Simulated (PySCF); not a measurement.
An unknown shows these calculated signals:

$^{1}$H NMR (300 MHz, computed): δ 7.83 (m, 1H), 7.47 (m, 1H), 4.07 (s, 3H).

$^{13}$C{$^{1}$H} NMR (computed): δ 140.9 (CH), 127.2 (CH), 37.8 (CH3).

All values are calculated (PySCF 2.14.0 with density-fitted response routines): PBE0-D3(BJ)/def2-TZVP geometry, GIAO B97-2/pcSseg-2 shieldings. No solvent model, one conformer, no relativistic terms, fast rotation and ring inversion assumed for equivalent nuclei.

Referencing at the same level of theory: $^{1}$H (σref 31.64) and $^{13}$C (σref 185.38) vs TMS.

Which of these does the molecule contain: a non-aromatic C=C double bond, a ketone, an aldehyde, a heteroaromatic ring, an N-methyl group?

## Answers


- A non-aromatic C=C double bond: no.
- A ketone: no.
- An aldehyde: no.
- A heteroaromatic ring: yes.
- An N-methyl group: yes (δC 37.8; δH 4.07 (s)).

The data belong to SMILES N1=NC=CN1C, C3H5N3; they needn't prove each group on their own.

Carbon signals by region: 2 in the sp2 and nitrile region (100–160 ppm), 1 below 50 ppm.

Shifts are as computed. Against solution values, carbons near 30 ppm lie about +3 ppm off and those near 130 ppm about +7 ppm. Of 1211 compounds with measured shifts, 218 miss one by over three times the rms of a fit or turn the order of signals round; such compounds aren't used in these exercises. Multiplicities follow the n + 1 count of equivalent neighbours, as no J values were calculated; m marks all less simple cases, F and P coupling included.
